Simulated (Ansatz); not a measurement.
Ansatz (an electronic-structure program) input:

Ansatz 0.2 input:
```yaml
crystal:
  periodic: [false, false, false]
  atoms:
    - {symbol: Na, position_ang: [-0.69933177, -0.58575125, -0.65133725]}
    - {symbol: Cl, position_ang: [0.71339876, 0.62595668, 0.64168103]}
basis:
  gaussian:
    orbitals: def2-TZVP
hamiltonian:
  xc: b3lyp
  dispersion: d3bj
total_charge: -1
magnetization: {spin_polarized: true, initial_magnetization: 1}
relax: {f_tol: 0.002, max_steps: 150}
```

Task: Predict the final energy.

Result: -622.63507 Eh (B3LYP-D3(BJ)/def2-TZVP). The basis has 69 functions.
